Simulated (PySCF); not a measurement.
**P(OH)₂ + Cl₂ → PO₂ + 2 HCl**

Level: PBE0 in the def2-TZVP basis family, all electrons, no relativity, computed in PySCF with density fitting; open shells unrestricted.

| species | state and structure | E (Eh) | ZPE (kJ/mol) | H(298 K) − H(0) (kJ/mol) | S° (J/(mol K)) |
| --- | --- | --- | --- | --- | --- |
| P(OH)₂ | doublet, C2, O–H 0.965 Å (×2), P–O 1.637 Å (×2); H–O–P 114.2° (×2), O–P–O 103.0° | -492.80177 | 71.9 | 14.1 | 280.2 |
| Cl₂ | singlet, D∞h, Cl–Cl 1.982 Å | -920.08940 | 3.5 | 9.1 | 222.5 |
| PO₂ | doublet, C2v, P–O 1.465 Å (×2); O–P–O 134.7° | -491.58679 | 17.2 | 10.8 | 254.3 |
| HCl | singlet, C∞v, H–Cl 1.279 Å | -460.66440 | 17.9 | 8.7 | 186.6 |

What is the electronic reaction energy?

At PBE0/def2-TZVP, ΔE = -64.1 kJ/mol from the differences of the total energies times 2625.5, downhill. 

Add zero-point, thermal and entropy terms for 298.15 K and 1 bar.

ΔZPE = -22.4 and Δ[H(298) − H(0)] = 5.0 kJ/mol give ΔH° = -81.5 kJ/mol. ΔS° = 124.8 J/(mol K), so ΔG° = -81.5 − 298.15 × (0.1248) = -119 kJ/mol and log₁₀K = 20.8.

Each species is the lowest minimum found with this bonding; other isomers or fragments can lie lower.
